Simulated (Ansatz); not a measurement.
# CSi2: the cost of one run

Program: Ansatz 0.2.0, Gaussian basis. Level of theory: def2-TZVPP, core rule «outside noble gas», up to 11 orbitals frozen. These are calculated values, not measurements.

The runs, in order: UHF; ROHF; CCSD(T) on UHF.

2 further runs of the same task are left out: 2 set aside as unsound or not needed.

## (1) The system

The geometry is a PBE0/def2-TZVP stationary point (not a proven minimum).

3 atoms, charge 0, spin multiplicity 3.

Atoms are counted from 1 here; the program's logs count them from 0.

Bond lengths: C1–Si2 1.825 Å, C1–Si3 1.757 Å, Si2–Si3 2.287 Å. Angles: Si2–C1–Si3 79.3°, C1–Si2–Si3 49.0°, C1–Si3–Si2 51.6°.

## (2) UHF

File in.yaml:

```yaml
crystal:
  periodic: [false, false, false]
  atoms:
    - {symbol: C, position_ang: [0.000000, -1.134324, -0.058627]}
    - {symbol: Si, position_ang: [0.000000, 0.227422, 1.155842]}
    - {symbol: Si, position_ang: [0.000000, 0.257669, -1.130771]}
basis:
  gaussian: {orbitals: def2-TZVPP}
magnetization: {spin_polarized: true, initial_magnetization: 2}
hamiltonian: {xc: hf}
output: {orbitals: {seedname: orbitals}}
```

The run is started by

```console
> ansatz run in.yaml --threads 1 --pin off --events-out ev --progress --plain --max-ram 2816MiB --backend cpu
```

**Question.** How long does this run take on 1 thread of AMD EPYC 7R13, shared host, and how much memory does it need?

About 17 s, with a peak of 0.33 GiB.
